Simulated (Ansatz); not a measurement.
Born–Oppenheimer molecular dynamics of BClH$_{2}$ (4 atoms, charge 0, multiplicity 1). It starts at the highest image of a converged band. Of that band: Neighbouring images differ by up to 2.0 eV, so the band resolves the path poorly. A vibrational analysis at the climbing image gives one clearly imaginary mode, 1190i cm⁻¹: a first-order saddle point.

The calculation used RKS PBE0/def2-SVP (Ansatz).

```json
{
  "ensemble": "NVE (velocity Verlet)",
  "time step": "0.5 fs",
  "steps asked": "200",
  "starting velocities drawn for": "300 K",
  "seed": "7809"
}
```

First frame:

```xyz
4
Properties=species:S:1:pos:R:3
B 0.310 0.000 -0.547
H 0.514 0.000 1.035
H 1.228 0.000 0.344
Cl -1.419 0.000 -0.466
```

(1) How far do the bonds stretch over the last three quarters of this one trajectory? (Pairs bonded in most of those frames.)

Results:

(1) 
```csv
bond,mean (Å),spread (Å),shortest,longest
B1–H2,1.312,0.141,1.03,1.61
B1–Cl4,1.791,0.056,1.67,1.88
```

Mean temperature of the second half: 7446 K. The conserved energy stayed within 4.3 meV per atom of its start (net change -0.81 meV per atom), so the integration is sound. The kinetic energy rose, since the run started high on the potential surface and went downhill. A run of 0.1 ps of so small a system gives no equilibrium averages. The orbitals stay closed-shell, which can raise the energy where a bond breaks towards radicals; this wasn't checked here.

Run time: 2.2 min on 1 thread of Arm Neoverse V1, on a shared host, peak memory 0.079 GiB.
